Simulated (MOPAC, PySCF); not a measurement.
C$_{2}$H$_{7}$N, SMILES `N(C)C`, neutral singlet in the gas phase. 

Cartesian coordinates (Å):
SMILES: CNC
```xyz
10

C      1.1531     0.3588     0.0392
N      0.1421    -0.6527     0.2427
C     -1.1572    -0.2491    -0.2428
H      1.3127     0.5032    -1.0335
H      2.1006     0.0319     0.4722
H      0.8963     1.3426     0.4689
H      0.0837    -0.8863     1.2249
H     -1.1205    -0.1370    -1.3305
H     -1.8964    -1.0198    -0.0157
H     -1.5144     0.7083     0.1746
```
Charge 0, multiplicity 1.

All levels are single points at this geometry (PBE0-D3(BJ)/def2-TZVP); Pople sets use spherical d functions. Orbital energies aren't observables, and empty levels follow the basis.

| level | HOMO (eV) | LUMO (eV) | gap (eV) | dipole (D) | vertical IE, Delta-SCF (eV) |
|---|---|---|---|---|---|
| PBE0-D3(BJ)/def2-TZVP in PySCF | -6.37 | 1.23 | 7.59 | 0.96 | – |
| M06-2X/6-31G* in PySCF | -7.54 | 3.59 | 11.13 | 1.04 | – |
| SVWN5/6-31G* in PySCF | -4.56 | 1.57 | 6.13 | 0.98 | 8.61 |
| HF/3-21G in PySCF | -9.59 | 7.16 | 16.75 | 1.29 | – |
| PM6 in MOPAC | -8.74 | 3.33 | 12.07 | 1.76 | – |
| PM7 in MOPAC | -8.96 | 3.36 | 12.33 | 1.87 | – |
